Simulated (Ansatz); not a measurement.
```yaml
crystal:
  periodic: [false, false, false]
  atoms:
    - {symbol: Hf, position_ang: [-0.160622, 0.138653, -0.003952]}
    - {symbol: Cl, position_ang: [2.004970, -0.719798, 0.038534]}
    - {symbol: Cl, position_ang: [-1.053666, 2.223562, -0.039959]}
    - {symbol: Cl, position_ang: [-0.142646, -2.201818, 0.021321]}
basis:
  gaussian: {orbitals: def2-TZVP}
magnetization: {spin_polarized: true, initial_magnetization: 5}
hamiltonian: {xc: pbe0}
relax: {f_tol: 0.004, max_steps: 80}
```

```sh
$ ansatz run in.yaml --threads 1 --pin off --events-out ev --progress --plain --max-ram 2176MiB
```

Steps of the relaxation (energy above the last step; positions in Å, forces in eV/Å):

```
4
step 1, 1435.7 meV
Hf   -0.161    0.139   -0.004   -1.644    0.581    0.047
Cl    2.005   -0.720    0.039    2.384   -1.780    0.041
Cl   -1.054    2.224   -0.040   -1.515    3.498   -0.097
Cl   -0.143   -2.202    0.021    0.775   -2.299    0.009
```

```
4
step 2, 423.9 meV
Hf   -0.217    0.169    0.001   -0.621   -0.006    0.044
Cl    2.074   -0.831    0.040    0.597   -0.856    0.008
Cl   -1.138    2.402   -0.046   -0.590    1.496   -0.050
Cl   -0.071   -2.300    0.021    0.613   -0.635   -0.001
```

```
4
step 3, 78.7 meV
Hf   -0.325    0.173    0.017   -0.085   -0.138   -0.003
Cl    2.080   -0.947    0.038    0.248   -0.004    0.003
Cl   -1.180    2.595   -0.057   -0.094    0.301   -0.004
Cl    0.072   -2.381    0.018   -0.069   -0.158    0.004
```

```
4
step 10, 0.1 meV
Hf   -0.230    0.065   -0.003   -0.013    0.015    0.000
Cl    2.110   -0.949    0.038   -0.003   -0.017    0.000
Cl   -1.272    2.786   -0.049   -0.001    0.004    0.000
Cl    0.040   -2.462    0.030    0.018   -0.002    0.000
```

```
4
step 12, 0.0 meV
Hf   -0.235    0.063   -0.001    0.000    0.000   -0.002
Cl    2.108   -0.949    0.038    0.000    0.000    0.000
Cl   -1.270    2.790   -0.050    0.000    0.000    0.001
Cl    0.045   -2.464    0.029    0.000    0.000    0.001
```

Close pairs at the end: Hf1–Cl4 2.543 Å, Hf1–Cl2 2.553 Å, Cl2–Cl4 2.560 Å, Hf1–Cl3 2.917 Å.

A stationary point of unrestricted PBE0 after 12 steps, with ⟨S²⟩ = 8.761 against 8.75 for a pure state; no frequencies were run, so it isn't proven a minimum. 5.8 min on 1 thread of AMD EPYC 9R45, shared host.
